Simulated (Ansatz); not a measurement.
Input and output for C₂H₃FO₂, SMILES `O/C=C(\O)F`.

```yaml
crystal:
  periodic: [false, false, false]
  atoms:
    - {symbol: O, position_ang: [-1.181128, 0.537744, 0.835733]}
    - {symbol: C, position_ang: [0.051738, 0.671758, -0.059824]}
    - {symbol: C, position_ang: [0.908303, -0.738071, -0.260776]}
    - {symbol: O, position_ang: [-0.139597, -1.810654, -0.340216]}
    - {symbol: F, position_ang: [2.024313, -0.541350, -1.011984]}
    - {symbol: H, position_ang: [-1.684839, 1.161168, 0.297958]}
    - {symbol: H, position_ang: [0.753059, 1.607278, 0.281886]}
    - {symbol: H, position_ang: [-0.821033, -1.358147, 0.337188]}
basis:
  gaussian: {orbitals: 6-31G, fitting: {mean_field: cc-pVTZ-jkfit}}
magnetization: {spin_polarized: true, initial_magnetization: 2}
hamiltonian: {xc: {name: PBE}}
```

```sh
$ ansatz run in.yaml --threads 2 --pin off --events-out ev --progress --plain --max-ram 4352MiB
```

It prints (some lines left out):

```
Functional definition: PBE
485 factors; integrals over basis functions are off by at most 5.3e-3 eV
mean field evaluation 1: about -8910.7386 eV, gradient 3.8e1 eV
mean field evaluation 2: about -8880.8349 eV, gradient 9.2e1 eV
mean field evaluation 4: about -8915.8902 eV, gradient 4.3e0 eV
mean field evaluation 8: about -8915.9593 eV, gradient 9.5e-2 eV
mean field evaluation 16: about -8915.9561 eV, gradient 4.8e-5 eV
mean field -8915.95606905 eV, -327.6553420854 hartree, gradient 4.8e-5 eV, S^2 2.003051; 0 other end points of the search recorded, 0 dependent functions left out
reference -8915.95608752 eV, -327.6553427642 hartree; 21, 19 occupied and 30, 32 virtual orbitals, 485 factors
Total energy: -8915.95608752 eV, -327.6553427642 hartree
```

Run time 0.75 s (2 threads of an Arm Neoverse V2 on a shared host); peak host memory 0.1 GiB.
